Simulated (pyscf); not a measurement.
**Four-centre exchange: O=Si(OH)–OH + ammonia (NH₃) → H₂N–Si(=O)–OH + water (H₂O)**

Gas phase, singlet surface, charge 0. Bonds broken: Si2–O3, N7–H8. Bonds formed: Si2–N7, O3–H8. Structures and frequencies: ωB97X-D3(BJ)/def2-SVP in PySCF.

Transition state (Å):

```xyz
10

O     -0.9665    -0.0118     1.9451
Si    -0.9539     0.3049     0.4454
O     -1.1586    -1.2005    -0.6112
O     -1.8426     1.4467    -0.3516
H     -1.1954    -2.0093    -0.0803
H     -2.6010     1.7731     0.1449
N      0.6072     0.3228    -0.5105
H     -0.0769    -0.8225    -0.8754
H      0.7180     1.0639    -1.2020
H      1.4583     0.2382     0.0438
```

One imaginary mode, 1192i cm⁻¹; descent along it reached the two sides named, in the forms told below.

```tsv
bond	change	reactant side (Å)	saddle	product side
Si2–O3	breaks	1.669	1.851	2.004
N7–H8	breaks	1.022	1.383	2.549
Si2–N7	forms	1.963	1.831	1.718
O3–H8	forms	2.546	1.176	0.971
```

Electronic energies relative to the separated reactants (eV):

```json
[
 {"level": "ωB97X-D3(BJ)/def2-TZVP", "barrier": "-0.13", "reaction energy": "+0.23", "reverse barrier": "-0.36"},
 {"level": "PBE/def2-TZVP", "barrier": "-0.15", "reaction energy": "+0.28", "reverse barrier": "-0.43"},
 {"level": "r²SCAN/def2-TZVP", "barrier": "-0.18", "reaction energy": "+0.30", "reverse barrier": "-0.47"},
 {"level": "B3LYP-D3(BJ)/def2-TZVP", "barrier": "-0.04", "reaction energy": "+0.26", "reverse barrier": "-0.31"},
 {"level": "PBE0-D3(BJ)/def2-TZVP", "barrier": "-0.22", "reaction energy": "+0.24", "reverse barrier": "-0.46"},
 {"level": "M06-2X/def2-TZVP", "barrier": "-0.19", "reaction energy": "+0.26", "reverse barrier": "-0.44"},
 {"level": "ωB97M-D3(BJ)/def2-TZVP", "barrier": "-0.09", "reaction energy": "+0.26", "reverse barrier": "-0.35"},
 {"level": "HF/def2-TZVP", "barrier": "0.47", "reaction energy": "+0.28", "reverse barrier": "0.19"}
]
```

With ωB97M-D3(BJ)/def2-TZVP energies and thermal terms (ideal gas, 1 atm, RRHO with modes under 100 cm⁻¹ raised to 100, one conformer, R ln 2 for chiral ones without a mode under 150 cm⁻¹), in eV:

```json
[
 {"T (K)": "298", "ΔH‡": "-0.14", "ΔG‡": "0.32", "ΔH": "+0.24", "ΔG": "+0.22"},
 {"T (K)": "600", "ΔH‡": "-0.13", "ΔG‡": "0.79", "ΔH": "+0.26", "ΔG": "+0.19"},
 {"T (K)": "900", "ΔH‡": "-0.10", "ΔG‡": "1.24", "ΔH": "+0.27", "ΔG": "+0.15"},
 {"T (K)": "1200", "ΔH‡": "-0.07", "ΔG‡": "1.68", "ΔH": "+0.27", "ΔG": "+0.11"}
]
```

On the reactant side the descent ends in an adduct with a N–Si contact, 1.44 eV under the separated species and 1.31 eV under the saddle at ωB97X-D3(BJ)/def2-TZVP. On the product side the descent ends in an adduct with a O–Si contact, 0.78 eV under the separated species and 0.42 eV under the saddle at ωB97X-D3(BJ)/def2-TZVP. At ωB97X-D3(BJ)/def2-TZVP, PBE, r²SCAN, B3LYP-D3(BJ), PBE0-D3(BJ), M06-2X, ωB97M-D3(BJ) the saddle lies under the separated reactants, which points to a path from their complex (located at ωB97X-D3(BJ) alone). At ωB97X-D3(BJ)/def2-TZVP, PBE, r²SCAN, B3LYP-D3(BJ), PBE0-D3(BJ), M06-2X, ωB97M-D3(BJ) the saddle lies under the separated products, which points to a path from their complex (located at ωB97X-D3(BJ) alone), and parting the products costs more than the saddle. What is counted as formed (N–Si) is already present as a longer contact in the reactant adduct; forming that adduct is a step of its own. What is counted as broken (O–Si) persists as a longer contact in the product adduct; parting that adduct is a step of its own. The same reactants have a lower exit, to H₂N–Si(OH)(OH)–OH (barrier -0.76 eV at ωB97M-D3(BJ)/def2-TZVP, against -0.09 eV here). One saddle was located; it need not be the lowest between these sides.
